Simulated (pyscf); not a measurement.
This saddle point was located with ωB97X-D3(BJ)/def2-SVP in PySCF.

```
Zn
N 1 1.8566
H 2 1.0333 1 110.63
H 1 1.6262 2 173.41 3 -144.28
H 4 1.0981 1 78.50 2 59.00
C 4 1.5197 5 164.88 1 -0.55
H 6 1.1033 4 122.42 5 -77.19
H 6 1.1034 7 109.14 4 -155.49
H 6 1.1040 7 106.68 8 -114.79
```
Charge 0, spin multiplicity 2.

Surface: doublet, charge 0. Lowest wavenumbers (cm⁻¹): 1637i, 132, 142, 199, 268.

Name the species on either side of this saddle.

CH₄ + •HN–ZnH ⇌ H₃C–Zn–NH• + H₂, a four-centre exchange read from left to right: C–H, H–Zn broken and C–Zn, H–H formed. At ωB97M-D3(BJ)/def2-TZVP it lies +2.34 eV from the left side and +1.89 eV from the right (each side as separated species at their lowest minima found). At the saddle there is also a short H–Zn contact that neither side keeps. •HN–ZnH lies 1.35 eV over its isomer [H₂N–Zn]• (electronic energy, ωB97M-D3(BJ)/def2-TZVP). H₃C–Zn–NH• lies 0.57 eV over its isomer [H₃C–NH–Zn]• (electronic energy, ωB97M-D3(BJ)/def2-TZVP). One saddle was located; it need not be the lowest between these sides. Elements up to Kr have no core potential and no relativistic terms here.
